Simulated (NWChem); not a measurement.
The numbers come from NWChem runs, not from measurements. System: hydrogen fluoride (HF), charge 0, spin multiplicity 1, at a geometry optimised with PBE/def2-SVP. Level: M06-2X/def2-TZVP.

The NWChem input:

```
start mol
memory heap 200 mb stack 900 mb global 1100 mb
geometry units angstroms nocenter noautoz
  F      0.000000     0.000000     0.093229
  H      0.000000     0.000000    -0.839060
  symmetry group C2v
end
basis spherical
  * library def2-tzvp
end
dft
  xc m06-2x
  semidirect memsize 60000000 filesize 0
  iterations 100
  grid fine
end
task dft energy
```

NWChem printed:

```
             Northwest Computational Chemistry Package (NWChem) 7.3.0
             --------------------------------------------------------

                                NWChem Input Module
                                -------------------

 Scaling coordinates for geometry "geometry" by  1.889725989
 (inverse scale =  0.529177249)

 Turning off AUTOSYM since
 SYMMETRY directive was detected!

                             Geometry "geometry" -> ""
                             -------------------------

 Output coordinates in angstroms (scale by  1.889725989 to convert to a.u.)

  No.       Tag          Charge          X              Y              Z
 ---- ---------------- ---------- -------------- -------------- --------------
    1 F                    9.0000     0.00000000     0.00000000     0.09322900
    2 H                    1.0000     0.00000000     0.00000000    -0.83906000

 Effective nuclear repulsion energy (a.u.)       5.1084966582

            Nuclear Dipole moment (a.u.)
            ----------------------------
        X                 Y               Z
 ---------------- ---------------- ----------------
     0.0000000000     0.0000000000     0.0000018897

      Symmetry information
      --------------------

 Group name             C2v
 Group number             16
 Group order               4
 No. of unique centers     2

      Symmetry unique atoms

     1    2


 Summary of "ao basis" -> "" (spherical)
 ------------------------------------------------------------------------------
       Tag                 Description            Shells   Functions and Types
 ---------------- ------------------------------  ------  ---------------------
 *                         def2-tzvp                  on all atoms

                                 NWChem DFT Module
                                 -----------------

 Summary of "ao basis" -> "ao basis" (spherical)
 ------------------------------------------------------------------------------
       Tag                 Description            Shells   Functions and Types
 ---------------- ------------------------------  ------  ---------------------
 F                         def2-tzvp                11       31   5s3p2d1f
 H                         def2-tzvp                 4        6   3s1p

 Summary of "ao basis" -> "ao basis" (spherical)
 ------------------------------------------------------------------------------
       Tag                 Description            Shells   Functions and Types
 ---------------- ------------------------------  ------  ---------------------
 F                         def2-tzvp                11       31   5s3p2d1f
 H                         def2-tzvp                 4        6   3s1p

      Symmetry analysis of basis
      --------------------------

        a1         18
        a2          3
        b1          8
        b2          8

            General Information
            -------------------
          SCF calculation type: DFT
          Wavefunction type:  closed shell.
          No. of atoms     :     2
          No. of electrons :    10
           Alpha electrons :     5
            Beta electrons :     5
          Charge           :     0
          Spin multiplicity:     1
          Use of symmetry is: on ; symmetry adaption is: on
          Maximum number of iterations: 100
          AO basis - number of functions:    37
                     number of shells:    15
          Convergence on energy requested:  1.00D-06
          Convergence on density requested:  1.00D-05
          Convergence on gradient requested:  5.00D-04

              XC Information
              --------------
                       M06-2X Method XC Functional
                     Hartree-Fock (Exact) Exchange  0.540
                        M06-2X Exchange Functional  1.000
                      M06-2X Correlation Potential  1.000

             Grid Information
             ----------------
          Grid used for XC integration:  fine
          Radial quadrature: Mura-Knowles
          Angular quadrature: Lebedev.
          Tag              B.-S. Rad. Rad. Pts. Rad. Cut. Ang. Pts.
          ---              ---------- --------- --------- ---------
          F                   0.50       70           6.0       590
          H                   0.35       60           6.0       590
          Grid pruning is: on
          Number of quadrature shells:   130
          Spatial weights used:  Erf1

          Convergence Information
          -----------------------
          Convergence aids based upon iterative change in
          total energy or number of iterations.
          Levelshifting, if invoked, occurs when the
          HOMO/LUMO gap drops below (HL_TOL):  1.00D-02
          DIIS, if invoked, will attempt to extrapolate
          using up to (NFOCK): 10 stored Fock matrices.

                    Damping( 0%)  Levelshifting(0.5)       DIIS
                  --------------- ------------------- ---------------
          dE  on:    start            ASAP                start
          dE off:    2 iters        100 iters           100 iters

      Screening Tolerance Information
      -------------------------------
          Density screening/tol_rho:  1.00D-10
          AO Gaussian exp screening on grid/accAOfunc:  14
          CD Gaussian exp screening on grid/accCDfunc:  20
          XC Gaussian exp screening on grid/accXCfunc:  20
          Schwarz screening/accCoul:  1.00D-08

      Superposition of Atomic Density Guess
      -------------------------------------

 Sum of atomic energies:         -99.91788757

      Non-variational initial energy
      ------------------------------

 Total energy =     -99.886381
 1-e energy   =    -149.495366
 2-e energy   =      44.500488
 HOMO         =      -0.647799
 LUMO         =       0.074014

      Symmetry analysis of molecular orbitals - initial
      -------------------------------------------------

 !! scf_movecs_sym_adapt:   22 vectors were symmetry contaminated

  Symmetry fudging

 !! scf_movecs_sym_adapt:   16 vectors were symmetry contaminated

  Numbering of irreducible representations:

     1 a1          2 a2          3 b1          4 b2

  Orbital symmetries:

     1 a1          2 a1          3 a1          4 b1          5 b2
     6 a1          7 a1          8 a1          9 b1         10 b2
    11 a1         12 b2         13 b1         14 a1         15 a1

------------------------------------------------------------
EAF file 0: "./mol.aoints.0" size=524288 bytes
------------------------------------------------------------
               write      read    awrite     aread      wait
               -----      ----    ------     -----      ----
     calls:        1         0         0         0         0
   data(b): 5.24e+05  0.00e+00  0.00e+00  0.00e+00
   time(s): 0.00e+00  0.00e+00  0.00e+00  0.00e+00  0.00e+00
rate(mb/s): 0.00e+00  0.00e+00
------------------------------------------------------------

 !! scf_movecs_sym_adapt:   16 vectors were symmetry contaminated

  Symmetry fudging

 !! scf_movecs_sym_adapt:   16 vectors were symmetry contaminated

   convergence    iter        energy       DeltaE   RMS-Dens  Diis-err    time
 ---------------- ----- ----------------- --------- --------- ---------  ------
 d= 0,ls=0.0,diis     1   -100.4196615043 -1.06D+02  1.14D-02  3.16D-01     0.3

 !! scf_movecs_sym_adapt:   16 vectors were symmetry contaminated

  Symmetry fudging

 !! scf_movecs_sym_adapt:   16 vectors were symmetry contaminated

 d= 0,ls=0.0,diis     2   -100.4302306978 -1.06D-02  4.27D-03  3.11D-01     0.3

 !! scf_movecs_sym_adapt:   16 vectors were symmetry contaminated

  Symmetry fudging

 !! scf_movecs_sym_adapt:   16 vectors were symmetry contaminated

 d= 0,ls=0.0,diis     3   -100.4508522346 -2.06D-02  3.55D-04  2.72D-03     0.4

 !! scf_movecs_sym_adapt:   16 vectors were symmetry contaminated

  Symmetry fudging

 !! scf_movecs_sym_adapt:   14 vectors were symmetry contaminated

 d= 0,ls=0.0,diis     4   -100.4510065104 -1.54D-04  8.78D-05  6.74D-05     0.4

 !! scf_movecs_sym_adapt:   16 vectors were symmetry contaminated

  Symmetry fudging

 !! scf_movecs_sym_adapt:   16 vectors were symmetry contaminated

 d= 0,ls=0.0,diis     5   -100.4510115313 -5.02D-06  1.77D-05  9.77D-07     0.4

 !! scf_movecs_sym_adapt:   16 vectors were symmetry contaminated

  Symmetry fudging

 !! scf_movecs_sym_adapt:   16 vectors were symmetry contaminated

 d= 0,ls=0.0,diis     6   -100.4510116592 -1.28D-07  2.41D-06  1.54D-08     0.5

         Total DFT energy =     -100.451011659202
      One electron energy =     -150.379540402829
           Coulomb energy =       55.611482816780
    Exchange-Corr. energy =      -10.791450731376
 Nuclear repulsion energy =        5.108496658222

 Numeric. integr. density =        9.999999993880

     Total iterative time =      0.3s

                  Occupations of the irreducible representations
                  ----------------------------------------------

                     irrep           alpha         beta
                     --------     --------     --------
                     a1                3.0          3.0
                     a2                0.0          0.0
                     b1                1.0          1.0
                     b2                1.0          1.0

                       DFT Final Molecular Orbital Analysis
                       ------------------------------------

 Vector    3  Occ=2.000000D+00  E=-6.344064D-01  Symmetry=a1
              MO Center= -2.4D-16, -5.6D-16,  3.4D-03, r^2= 5.9D-01
   Bfn.  Coefficient  Atom+Function         Bfn.  Coefficient  Atom+Function
  ----- ------------  ---------------      ----- ------------  ---------------
     8      0.425441  1 F  pz                11      0.339125  1 F  pz
    33     -0.220263  2 H  s                  5      0.176985  1 F  s
    14      0.168769  1 F  pz                32     -0.162557  2 H  s
     4      0.133605  1 F  s                  3      0.104645  1 F  s
     2     -0.066624  1 F  s                 34     -0.037816  2 H  s

 Vector    4  Occ=2.000000D+00  E=-5.121971D-01  Symmetry=b2
              MO Center= -5.4D-32, -7.1D-16,  7.3D-02, r^2= 4.8D-01
   Bfn.  Coefficient  Atom+Function         Bfn.  Coefficient  Atom+Function
  ----- ------------  ---------------      ----- ------------  ---------------
     7      0.501597  1 F  py                10      0.409491  1 F  py
    13      0.292654  1 F  py                36      0.028260  2 H  py

 Vector    5  Occ=2.000000D+00  E=-5.121971D-01  Symmetry=b1
              MO Center= -2.7D-16, -3.6D-33,  7.3D-02, r^2= 4.8D-01
   Bfn.  Coefficient  Atom+Function         Bfn.  Coefficient  Atom+Function
  ----- ------------  ---------------      ----- ------------  ---------------
     6      0.501597  1 F  px                 9      0.409491  1 F  px
    12      0.292654  1 F  px                35      0.028260  2 H  px

 Vector    6  Occ=0.000000D+00  E= 4.881541D-02  Symmetry=a1
              MO Center= -5.8D-16,  4.1D-15, -1.1D+00, r^2= 2.5D+00
   Bfn.  Coefficient  Atom+Function         Bfn.  Coefficient  Atom+Function
  ----- ------------  ---------------      ----- ------------  ---------------
    34      1.395731  2 H  s                  5     -0.789785  1 F  s
    14      0.329987  1 F  pz                 8      0.174905  1 F  pz
     3     -0.145591  1 F  s                 11      0.117883  1 F  pz
    33      0.100497  2 H  s                 32      0.073724  2 H  s
     2      0.062898  1 F  s                  4      0.058408  1 F  s

 Vector    7  Occ=0.000000D+00  E= 4.305959D-01  Symmetry=a1
              MO Center=  1.6D-32, -6.1D-31, -7.5D-01, r^2= 1.8D+00
   Bfn.  Coefficient  Atom+Function         Bfn.  Coefficient  Atom+Function
  ----- ------------  ---------------      ----- ------------  ---------------
    33      2.127728  2 H  s                 34     -1.102660  2 H  s
    14      0.648879  1 F  pz                 5     -0.435836  1 F  s
    11      0.390994  1 F  pz                 4     -0.248864  1 F  s
     8      0.221353  1 F  pz                32      0.156829  2 H  s
    37      0.061401  2 H  pz                22     -0.039032  1 F  d  0

 Vector    8  Occ=0.000000D+00  E= 5.830945D-01  Symmetry=b2
              MO Center=  6.0D-33, -4.2D-15,  8.8D-02, r^2= 1.8D+00
   Bfn.  Coefficient  Atom+Function         Bfn.  Coefficient  Atom+Function
  ----- ------------  ---------------      ----- ------------  ---------------
    13      1.229669  1 F  py                10     -0.668201  1 F  py
     7     -0.298192  1 F  py

 center of mass
 --------------
 x =   0.00000000 y =   0.00000000 z =   0.08742706

 moments of inertia (a.u.)
 ------------------
           2.970542684952           0.000000000000           0.000000000000
           0.000000000000           2.970542684952           0.000000000000
           0.000000000000           0.000000000000           0.000000000000

     Multipole analysis of the density
     ---------------------------------

     L   x y z        total         alpha         beta         nuclear
     -   - - -        -----         -----         ----         -------
     0   0 0 0     -0.000000     -5.000000     -5.000000     10.000000

     1   1 0 0      0.000000      0.000000      0.000000      0.000000
     1   0 1 0      0.000000      0.000000      0.000000      0.000000
     1   0 0 1     -0.776821     -0.388411     -0.388411      0.000002

     2   2 0 0     -4.261818     -2.130909     -2.130909      0.000000
     2   1 1 0     -0.000000     -0.000000     -0.000000      0.000000
     2   1 0 1     -0.000000     -0.000000     -0.000000      0.000000
     2   0 2 0     -4.261818     -2.130909     -2.130909      0.000000
     2   0 1 1     -0.000000     -0.000000     -0.000000      0.000000
     2   0 0 2     -2.676743     -2.735098     -2.735098      2.793453

 Task  times  cpu:        0.4s     wall:        0.4s

 Total times  cpu:        0.5s     wall:        0.5s
```
